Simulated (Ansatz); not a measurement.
# doublet C2H4Si+ at 6 levels

Aim: a comparison of 6 runs (UHF/STO-3G, UB3LYP/6-31G*, UB3LYP/6-311+G**, UCAM-B3LYP/6-311+G**, UHSE06/6-311+G**, UCCSD(T)/6-311+G**) of doublet C2H4Si+. 

The calculation is run with Ansatz 0.2.0.

49 further runs of the same task are left out: 7 that didn't finish, 42 set aside as unsound or not needed.

## (1) The structure to begin with

C2H4Si+ has 7 atoms, charge +1, and is taken as a doublet. As SMILES of the parent species, `C#C[SiH3]`. Geometry: relaxed at PBE0-D4/def2-TZVP. That shape belongs to the parent species and isn't relaxed for this state.

Bond lengths: C1–C2 1.206 Å, C2–Si3 1.823 Å, C1–H4 1.066 Å, Si3–H5 1.483 Å, Si3–H6 1.483 Å, Si3–H7 1.483 Å. Angles: C1–C2–Si3 180.0°, C2–C1–H4 180.0°, C2–Si3–H5 109.3°, C2–Si3–H6 109.3°, C2–Si3–H7 109.3°, H5–Si3–H6 109.6°, H5–Si3–H7 109.6°, H6–Si3–H7 109.6°.

## (2) The energy at UHF/STO-3G (run 1)

Contents of input.yaml:

```yaml
crystal:
  periodic: [false, false, false]
  atoms:
    - {symbol: C, position_ang: [-0.580700, -1.871400, 0.172200]}
    - {symbol: C, position_ang: [-0.218500, -0.726500, 0.062400]}
    - {symbol: Si, position_ang: [0.329800, 1.004300, -0.103800]}
    - {symbol: H, position_ang: [-0.901000, -2.883500, 0.269300]}
    - {symbol: H, position_ang: [-0.094500, 1.528300, -1.425000]}
    - {symbol: H, position_ang: [-0.281700, 1.818100, 0.974900]}
    - {symbol: H, position_ang: [1.807900, 1.062900, 0.004400]}
basis:
  gaussian: {orbitals: STO-3G}
total_charge: 1
magnetization: {spin_polarized: true, initial_magnetization: 1}
hamiltonian: {xc: hf}
accuracy: high
output: {orbitals: {seedname: orbitals}}
```

On the command line:

```console
$ ansatz run input.yaml --threads 1 --pin off --max-ram 3480MiB --events-out events.jsonl --progress --plain --runs-dir runs
```

What it wrote:

```text
Warning: RAYON_NUM_THREADS=1 ignored (pool sized by the plan → 1); use --threads N
Functional definition: HF
  name "HF"
  exchange = exact_x
  correlation = 0
418 factors; integrals over basis functions are off by at most 6.6e-9 eV
mean field evaluation 1: about -9858.7351 eV, gradient 1.0e1 eV
mean field evaluation 2: about -9858.7265 eV, gradient 1.0e1 eV
mean field evaluation 4: about -9860.3524 eV, gradient 2.4e0 eV
mean field evaluation 8: about -9860.5837 eV, gradient 1.4e-1 eV
mean field evaluation 16: about -9860.5853 eV, gradient 3.3e-2 eV
mean field evaluation 32: about -9860.5851 eV, gradient 3.0e-5 eV
mean field evaluation 64: about -9860.5853 eV, gradient 3.9e-3 eV
mean field evaluation 96: about -9860.5410 eV, gradient 5.1e-1 eV
mean field evaluation 128: about -9855.5547 eV, gradient 1.2e1 eV
mean field evaluation 160: about -9847.3415 eV, gradient 1.6e1 eV
mean field evaluation 192: about -9860.5849 eV, gradient 1.5e-1 eV
mean field evaluation 224: about -9860.5964 eV, gradient 2.9e-1 eV
mean field -9860.58506799 eV, -362.3698175040 hartree, gradient 2.1e-8 eV, S^2 0.758219; 6 other end points of the search recorded, 0 dependent functions left out
reference -9860.58506799 eV, -362.3698175040 hartree; 15, 14 occupied and 8, 9 virtual orbitals, 418 factors
Total energy: -9860.58506799 eV, -362.3698175040 hartree
```

Run time: 1.2 s. Hardware: 1 thread of Arm Neoverse V1, shared host.

## (3) The energy at UB3LYP/6-31G(d) (Cartesian functions) (run 2)

Contents of in.yaml:

```yaml
crystal:
  periodic: [false, false, false]
  atoms:
    - {symbol: C, position_ang: [-0.580700, -1.871400, 0.172200]}
    - {symbol: C, position_ang: [-0.218500, -0.726500, 0.062400]}
    - {symbol: Si, position_ang: [0.329800, 1.004300, -0.103800]}
    - {symbol: H, position_ang: [-0.901000, -2.883500, 0.269300]}
    - {symbol: H, position_ang: [-0.094500, 1.528300, -1.425000]}
    - {symbol: H, position_ang: [-0.281700, 1.818100, 0.974900]}
    - {symbol: H, position_ang: [1.807900, 1.062900, 0.004400]}
basis:
  gaussian: {orbitals: "6-31G*"}
total_charge: 1
magnetization: {spin_polarized: true, initial_magnetization: 1}
hamiltonian: {xc: {name: B3LYP}}
accuracy: high
output: {orbitals: {seedname: orbitals}}
```

On the command line:

```console
$ ansatz run in.yaml --threads 1 --pin off --max-ram 3480MiB --events-out events.jsonl --progress --plain --runs-dir runs
```

What it wrote, shortened:

```text
Warning: RAYON_NUM_THREADS=1 ignored (pool sized by the plan → 1); use --threads N
Functional definition: B3LYP
  name "B3LYP"
[...]
1200 factors; integrals over basis functions are off by at most 3.7e-9 eV
[...]
mean field -10004.43244196 eV, -367.6561109943 hartree, gradient 9.4e-8 eV, S^2 0.754219; 8 other end points of the search recorded, 0 dependent functions left out
reference -10004.43247777 eV, -367.6561123100 hartree; 15, 14 occupied and 42, 43 virtual orbitals, 1200 factors
Total energy: -10004.43247777 eV, -367.6561123100 hartree
```

It took 50 s on 1 thread of Arm Neoverse V1, shared host; peak memory 0.22 GiB.

Runs 3 to 4 aren't shown in full; the table further down has their settings and results.

## (4) A single-point energy at UHSE06/6-311+G(d,p) (run 5)

Contents of in.yaml:

```yaml
crystal:
  periodic: [false, false, false]
  atoms:
    - symbol: C
      position_ang: [-0.580700, -1.871400, 0.172200]
    - symbol: C
      position_ang: [-0.218500, -0.726500, 0.062400]
    - symbol: Si
      position_ang: [0.329800, 1.004300, -0.103800]
    - symbol: H
      position_ang: [-0.901000, -2.883500, 0.269300]
    - symbol: H
      position_ang: [-0.094500, 1.528300, -1.425000]
    - symbol: H
      position_ang: [-0.281700, 1.818100, 0.974900]
    - symbol: H
      position_ang: [1.807900, 1.062900, 0.004400]
basis:
  gaussian:
    orbitals: 6-311+G_st__st_-spherical.json
total_charge: 1
magnetization:
  spin_polarized: true
  initial_magnetization: 1
hamiltonian:
  xc: {name: HSE06}
accuracy: high
output:
  orbitals: {seedname: orbitals}
```

The basis set 6-311+G** is read from a file made from the Basis Set Exchange's data (not shown).

On the command line:

```console
$ ansatz run in.yaml --threads 1 --pin off --max-ram 3480MiB --events-out events.jsonl --progress --plain --runs-dir runs
```

What it wrote:

```text
Warning: RAYON_NUM_THREADS=1 ignored (pool sized by the plan → 1); use --threads N
Functional definition: HSE06
  name "HSE06"
  parameter a = 0.25
  parameter omega = 0.11/bohr
  exchange = pbe_x - a*pbe_x_sr(omega) + a*exact_x_sr(omega)
  correlation = pbe_c
1694 factors; integrals over basis functions are off by at most 4.2e-9 eV
115 factors; integrals over basis functions are off by at most 1.8e-9 eV
mean field evaluation 1: about -9985.1871 eV, gradient 4.6e1 eV
mean field evaluation 2: about -9925.9834 eV, gradient 9.6e1 eV
mean field evaluation 4: about -9994.9412 eV, gradient 2.3e1 eV
mean field evaluation 8: about -9998.2614 eV, gradient 7.3e-1 eV
mean field evaluation 16: about -9998.4094 eV, gradient 4.0e-3 eV
mean field evaluation 32: about -9998.4099 eV, gradient 8.8e-4 eV
mean field evaluation 64: about -9998.4100 eV, gradient 1.2e-2 eV
mean field -9998.40996428 eV, -367.4347890217 hartree, gradient 1.4e-8 eV, S^2 0.755411; 6 other end points of the search recorded, 0 dependent functions left out
reference -9998.40997257 eV, -367.4347893263 hartree; 15, 14 occupied and 83, 84 virtual orbitals, 1694 factors
Total energy: -9998.40997257 eV, -367.4347893263 hartree
```

It took 3 min on 1 thread of Arm Neoverse V1, shared host; peak memory 0.43 GiB.

## (5) The energy at UCCSD(T)/6-311+G(d,p) (run 6)

Contents of input.yaml:

```yaml
crystal:
  periodic: [false, false, false]
  atoms:
    - symbol: C
      position_ang: [-0.580700, -1.871400, 0.172200]
    - symbol: C
      position_ang: [-0.218500, -0.726500, 0.062400]
    - symbol: Si
      position_ang: [0.329800, 1.004300, -0.103800]
    - symbol: H
      position_ang: [-0.901000, -2.883500, 0.269300]
    - symbol: H
      position_ang: [-0.094500, 1.528300, -1.425000]
    - symbol: H
      position_ang: [-0.281700, 1.818100, 0.974900]
    - symbol: H
      position_ang: [1.807900, 1.062900, 0.004400]
basis:
  gaussian:
    orbitals: 6-311+G_st__st_-spherical.json
total_charge: 1
magnetization:
  spin_polarized: true
  initial_magnetization: 1
correlation:
  method: ccsd_t
  frozen_orbitals: {C: 1, H: 0, Si: 5}
accuracy: high
scf:
  omitted_lower_state_checks: [cluster_reference, increment]
```

The basis set 6-311+G** is read from a file made from the Basis Set Exchange's data (not shown).

On the command line:

```console
$ ansatz run input.yaml --threads 1 --pin off --max-ram 3480MiB --events-out events.jsonl --progress --plain --runs-dir runs
```

What it wrote, shortened:

```text
Warning: RAYON_NUM_THREADS=1 ignored (pool sized by the plan → 1); use --threads N
[... 2 set-up lines as earlier in the session ...]
[...]
1694 factors; integrals over basis functions are off by at most 4.2e-9 eV
[...]
mean field -9976.00205652 eV, -366.6113136001 hartree, gradient 4.3e-11 eV, S^2 0.755452; 9 other end points of the search recorded, 0 dependent functions left out
7 core orbitals not correlated: weight in the atoms' cores, before any rotation towards them, 1.000 or more for the frozen orbitals, at most 0.000 for the correlated occupied ones
reference -9976.00205652 eV, -366.6113136001 hartree; 8, 7 occupied and 83, 84 virtual orbitals, 1694 factors
second order -8.53188502 eV of doubles, -0.00000000 eV of singles
cycle   1  -9.33489865 eV  change   -8.0e-1 eV  update   8.4e-2
[...]
cycle  38  -9.79045595 eV  change    1.2e-9 eV  update   1.7e-9
perturbative correction -0.35886601 eV, -0.0131880827 hartree
Total energy: -9986.15137849 eV, -366.9842943029 hartree
Checks for a lower state left out: cluster_reference, increment
```

It took 2.2 min on 1 thread of Arm Neoverse V1, shared host; peak memory 1.2 GiB.

## (6) All runs side by side

| run | level | Cartesian functions | frozen core orbitals | energy (Eh) | HOMO energy (eV) | LUMO energy (eV) | ⟨S²⟩ | wall time |
| --- | --- | --- | --- | --- | --- | --- | --- | --- |
| 1 | UHF/STO-3G | no | – | -362.369818 | -16.92 | -6.73 | 0.758 | 1.2 s |
| 2 | UB3LYP/6-31G* (Cartesian functions) | yes | – | -367.656112 | -14.76 | -13.05 | 0.754 | 50 s |
| 3 | UB3LYP/6-311+G** | no | – | -367.702356 | -14.79 | -13.12 | 0.755 | 2.6 min |
| 4 | UCAM-B3LYP/6-311+G** | no | – | -367.628243 | -16.33 | -11.85 | 0.756 | 3.4 min |
| 5 | UHSE06/6-311+G** | no | – | -367.434789 | -14.59 | -13.24 | 0.755 | 3 min |
| 6 | UCCSD(T)/6-311+G** | no | 7 | -366.984294 | – | – | 0.755 | 2.2 min |

## (7) What came out

```
                                          quantity          value
                               run 6: total energy  -366.98429 Eh
run 6: correlation energy (7 core orbitals frozen)     -373.0 mEh
                             run 6: (T) correction     -13.19 mEh
          run 6: ⟨S²⟩ of the reference determinant          0.755
                              run 6: T1 diagnostic          0.030
```

Totals of different functionals can't be ranked against each other. In run 1 the basis is minimal, so the values are rough. All runs together took 12 min, the longest 3.4 min.
